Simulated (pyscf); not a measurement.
**Concerted two-bond exchange: HO–SiH₂–GaH₂ → cyclic H₃GaOSi (SMILES [O]1[SiH2][GaH]1) + hydrogen (H₂)**

Gas phase, singlet surface, charge 0. Bonds broken: Ga1–H6, O3–H5. Bonds formed: Ga1–O3, H5–H6. Optimised with ωB97X-D3(BJ)/def2-SVP in PySCF.

Transition state (Å):

```xyz
8

Ga     0.6711     0.0702    -0.8571
H      1.7312     0.2197    -1.9864
O     -0.0697     1.8822     0.1991
Si    -1.2710     0.7432     0.1794
H      1.1072     1.1512     0.6451
H      1.7056     0.4650     0.6593
H     -1.7866     0.2157     1.4734
H     -2.4015     1.0402    -0.7406
```

One imaginary mode, 1006i cm⁻¹; descent along it reached the two sides named.

```tsv
bond	change	reactant side (Å)	saddle	product side
Ga1–H6	breaks	1.577	1.878	2.8
O3–H5	breaks	0.961	1.455	2.7
Ga1–O3	forms	3.4	2.224	1.897
H5–H6	forms	3.5	0.911	0.762
```

Electronic energies relative to the reactant's lowest minimum found (kcal/mol):

| level | barrier | reaction energy | reverse barrier |
|---|---|---|---|
| ωB97X-D3(BJ)/def2-TZVP | 45.1 | +29.8 | 15.3 |
| PBE/def2-TZVP | 34.5 | +23.3 | 11.1 |
| r²SCAN/def2-TZVP | 37.1 | +24.5 | 12.6 |
| B3LYP-D3(BJ)/def2-TZVP | 41.4 | +27.0 | 14.5 |
| PBE0-D3(BJ)/def2-TZVP | 41.2 | +29.1 | 12.2 |
| M06-2X/def2-TZVP | 41.2 | +24.1 | 17.1 |
| ωB97M-D3(BJ)/def2-TZVP | 44.4 | +28.9 | 15.5 |
| HF/def2-TZVP | 62.6 | +36.1 | 26.5 |

With ωB97M-D3(BJ)/def2-TZVP energies and thermal terms (ideal gas, 1 atm, RRHO with modes under 100 cm⁻¹ raised to 100, one conformer, R ln 2 for chiral ones without a mode under 150 cm⁻¹), in kcal/mol:

| T (K) | ΔH‡ | ΔG‡ | ΔH | ΔG |
|---|---|---|---|---|
| 298 | 41.9 | 43.3 | +25.5 | +18.8 |
| 600 | 41.1 | 45.1 | +25.6 | +12.0 |
| 900 | 40.5 | 47.2 | +25.3 | +5.2 |
| 1200 | 40.1 | 49.5 | +24.7 | -1.4 |

At the saddle there is also a short Ga–H contact that neither side keeps. This saddle turned up in a search for another step; its sides and bond changes are read from the two ends of the descent. HO–SiH₂–GaH₂ lies 19.6 kcal/mol over its isomer H₃Si–O–GaH₂ (electronic energy, ωB97M-D3(BJ)/def2-TZVP). cyclic H₃GaOSi (SMILES [O]1[SiH2][GaH]1) lies 49.1 kcal/mol over its isomer H₃Si–O–Ga [singlet] (electronic energy, ωB97M-D3(BJ)/def2-TZVP). This is the saddle that the search found; another between the same sides may lie lower. Elements up to Kr have no core potential and no relativistic terms here.
